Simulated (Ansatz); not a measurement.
# P₂H (doublet): from Hartree-Fock to the top rungs, 6-31G

How much of the correlation energy of P₂H (doublet) does each wave-function method recover here?

Method: 6-31G, core rule «outside noble gas», up to 10 orbitals frozen; program: Ansatz 0.2.0, Gaussian basis.

To be run: UHF; CCSD(T) on ROHF; CCSD(T) on UHF; BCCD(T) on ROHF; CISD; CCSDT(Q) on ROHF; CCSDT(Q) on UHF; CISDTQ; CCSDTQ on ROHF; CCSDTQ on UHF; CASSCF and MRCISD+Q, 11 electrons in 9 orbitals; CASSCF and NEVPT2, 11 electrons in 9 orbitals; Full CI.

3 further runs of the same task are left out: 3 set aside as unsound or not needed.

**1. The system**

The geometry is a PBE0/def2-TZVP stationary point (not a proven minimum).

3 atoms, charge 0, spin multiplicity 2.

Atoms are counted from 1 here; the program's logs count them from 0.

Bond lengths: P1–P2 1.991 Å, P1–H3 1.433 Å. Angles: P2–P1–H3 97.2°.

**2. UHF**

in.yaml

```yaml
crystal:
  periodic: [false, false, false]
  atoms:
    - {symbol: P, position_ang: [0.000000, -0.076741, 0.973875]}
    - {symbol: P, position_ang: [0.000000, 0.033358, -1.013963]}
    - {symbol: H, position_ang: [0.000000, 1.333150, 1.231888]}
basis:
  gaussian: {orbitals: 6-31G}
magnetization: {spin_polarized: true, initial_magnetization: 1}
hamiltonian: {xc: hf}
output: {orbitals: {seedname: orbitals}}
```

Run with:

```
ansatz run in.yaml --threads 1 --pin off --events-out ev --progress --plain --max-ram 4096MiB --backend cpu
```

Further steps of the session: CCSD(T) on ROHF; CCSD(T) on UHF; BCCD(T) on ROHF; CISD; CCSDT(Q) on ROHF; CCSDT(Q) on UHF; CISDTQ; CCSDTQ on ROHF; CCSDTQ on UHF; CASSCF and MRCISD+Q, 11 electrons in 9 orbitals; CASSCF and NEVPT2, 11 electrons in 9 orbitals; Full CI.

Q: Predict the results of all the runs planned. Wanted: FCI below the RHF energy; RMP2 from FCI; UMP2 from FCI; RCCSD from FCI; RCCSD(T) from FCI; UCCSD(T) from FCI; RCCSDT(Q) from FCI; UCCSDT(Q) from FCI; NEVPT2 valence from FCI.

As calculated:

| quantity | value |
| --- | --- |
| FCI below the RHF energy | -3.6588 eV |
| RMP2 from FCI | +15.90 kcal/mol |
| UMP2 from FCI | +24.90 kcal/mol |
| RCCSD from FCI | +3.07 kcal/mol |
| RCCSD(T) from FCI | +0.85 kcal/mol |
| UCCSD(T) from FCI | +0.97 kcal/mol |
| RCCSDT(Q) from FCI | +0.06 kcal/mol |
| UCCSDT(Q) from FCI | +0.08 kcal/mol |
| NEVPT2 valence from FCI | +7.57 kcal/mol |
| MRCISD+Q valence from FCI | +0.21 kcal/mol |
| levels within 1 kcal/mol (43 meV) | RCCSD(T), UCCSD(T), BCCD(T), RCCSDT, UCCSDT, CISDTQ, RCCSDT(Q), UCCSDT(Q), RCCSDTQ, UCCSDTQ, MRCISD+Q valence |
| T1 diagnostic | 0.030 |
| effectively unpaired electrons | 1.16 |

**Reading.** RCCSD(T) lands +0.85 kcal/mol from the yardstick (1.0 % of the correlation energy). One determinant dominates. Of the multireference levels listed MRCISD+Q valence comes nearest in total energy (+0.21 kcal/mol), which doesn't show that its space is the better one. These misses are within one basis, not against nature; the frozen cores of restricted and unrestricted runs differ, which can shift their rows.
